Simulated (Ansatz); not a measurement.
Q: Name a neutral molecule of Al, O, Si and H with size of the dipole moment (B3LYP/def2-TZVPP) between 1.30 and 1.60 D and HOMO energy (ωB97M-V/def2-TZVPP) between -9.65 and -9.35 eV (Ansatz, PBE0-D4/def2-TZVP geometry).

A: `[OH][AlH][SiH3]` (1.38 D, -9.62 eV). Other molecules can fit too; these were computed, each in one conformer that needn't be the lowest.

B3LYP here is the variant with VWN-RPA as its local correlation; programs differ in this.
